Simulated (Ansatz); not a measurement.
Reaction (substitution at a C–O bond): `C=CC(Cl)OC` + H–F → `C=CC(F)Cl` + CH₃OH

Isolated molecules relaxed with PBE0-D4/def2-TZVP in Ansatz; ΔE leaves out vibrations. CCSD(T)/CBS is the MP2 limit (def2-TZVPP, def2-QZVPP) plus CCSD(T) − MP2 in def2-TZVPP, frozen cores. This one scheme is used for every species. Each species was taken in one conformer, which may not be the lowest.

```tsv
species	CCSD(T)/CBS(def2) energy (Eh)
`C=CC(Cl)OC`	-691.33696
H–F	-100.39570
`C=CC(F)Cl`	-676.10309
CH₃OH	-115.61712
```

(1) Work out ΔE.

Largest T1 diagnostic among the species: 0.011.

Results:

(1) ΔE = (-676.10309) + (-115.61712) − (-691.33696) − (-100.39570) = 0.01245 Eh = +0.34 eV.

The D4 term adds +0.11 eV with B3LYP and +0.06 eV with PBE0; it sums over pairs of atoms, weighted by their polarisabilities, and B3LYP, whose exchange is more repulsive, gets the larger term. In def2-TZVPP, CCSD(T) changes the Hartree–Fock value by +0.22 eV (the triples alone add +0.04 eV) and MP2 by +0.29 eV.

B3LYP here is the variant with VWN-RPA as its local correlation; programs differ in this.
